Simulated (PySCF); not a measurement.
Compound: C5H10Cl (doublet state).
Z-matrix (Å and degrees, GFN2-xTB geometry), rows numbered from 1:
```
C 
C   1  1.5396
C   2  1.5334  1  109.55
C   2  1.4827  1  109.87  3  -121.74
C   4  1.4261  2  123.02  1  -103.31
Cl  5  1.9260  4  109.59  2    85.62
H   1  1.0874  2  109.95  3   -60.66
H   1  1.0872  2  110.31  3    59.27
H   1  1.0865  2  110.18  3   179.21
H   2  1.0949  1  108.35  3   118.87
H   3  1.0872  2  110.15  1    59.55
H   3  1.0872  2  110.36  1   -60.32
H   3  1.0873  2  110.51  1   179.61
H   4  1.0790  2  117.22  1    65.09
H   5  1.0860  4  114.88  2   -27.67
H   5  1.0853  4  115.29  2  -161.18
```

The hyperfine couplings belong to this conformer and change with its torsions.

Identity: `CC(C)[CH]CCl` [radical].

The calculation used UKS B3LYP, pcH-1 on C Cl H, non-relativistic, mean-field spin-orbit, GIAO (PySCF 2.14.0). Isolated species at its GFN2-xTB geometry (one conformer only). A GFN2-xTB geometry isn't a minimum of the functional, and hyperfine couplings can be far from their values at a DFT geometry. Stability of the SCF solution: not tested.

Principal values of hyperfine tensors in MHz (contact, dipolar and spin–orbit terms together), for some of the nuclei:

```
atom  isotope      A1      A2      A3
  C4      13C    8.62    9.88  223.40
 Cl6     35Cl   18.03   19.08  129.62
 H14       1H  -85.66  -53.93  -17.62
  C1      13C   46.53   46.70   60.42
  C3      13C   33.94   34.11   43.24
  C2      13C  -26.91  -24.46  -22.72
 H16       1H   17.65   22.12   32.49
  H7       1H   14.75   16.37   22.06
```

Question: Split each tensor into its isotropic and traceless parts, and turn a_iso into mT with g = 2.0035.

Answer: a_iso = (A1 + A2 + A3)/3, Ti = Ai − a_iso; 1 mT corresponds to 28.042 MHz. The tensors hold a spin–orbit part: the run splits a_iso into a_FC + a_SO, and T includes its anisotropic share.

```
atom  a_iso (MHz)    a_FC   a_SO  a_iso (mT)      T1      T2      T3
  C4        80.63   80.63   0.01       2.876  -72.02  -70.75  142.77
 Cl6        55.58   54.02   1.56       1.982  -37.55  -36.50   74.04
 H14       -52.40  -52.43   0.03      -1.869  -33.26   -1.53   34.78
  C1        51.22   51.20   0.02       1.826   -4.69   -4.51    9.20
  C3        37.10   37.10  -0.01       1.323   -3.15   -2.99    6.15
  C2       -24.70  -24.71   0.01      -0.881   -2.21    0.23    1.98
 H16        24.09   24.13  -0.04       0.859   -6.43   -1.97    8.40
  H7        17.73   17.72   0.00       0.632   -2.97   -1.36    4.33
```

Question: What spin density at the nucleus of C1 lies behind its contact coupling (g_N = 1.40482)?

Answer: a_FC = (2μ0/3) gₑ μB g_N μN ρ(0)/(2S·h) = 800.24 MHz × g_N × ρ(0)/(2S), with ρ in bohr⁻³. With a_FC = 51.20 MHz and 2S = 1, ρ(0) = 0.04554 bohr⁻³.

Question: H15 (1H, g_N = 5.58569) isn't in the table. Its spin density at the nucleus is 0.003752 bohr⁻³. What is its contact coupling?

Answer: By the same relation, a_FC = 16.77 MHz. Its full tensor has the principal values 10.70, 14.50, 25.00 MHz.

Question: Which nucleus of the table has the largest anisotropic coupling, and what is its form?

Answer: C4: -72.0, -70.8, 142.8 MHz (the dipolar term alone has -71.8, -70.9, 142.8), axial, in the ratio −1:−1:+2, the form that spin in one p orbital centred on that nucleus gives.

Question: What first-order splitting does H14 cause when the field lies along A1, A2 or A3 of its tensor (g taken as isotropic, no quadrupole term)?

Answer: 2 lines (I = 1/2), spaced by |A_i|/(g × 13.996): 3.05, 1.92, 0.63 mT along the axes of A1, A2 and A3.
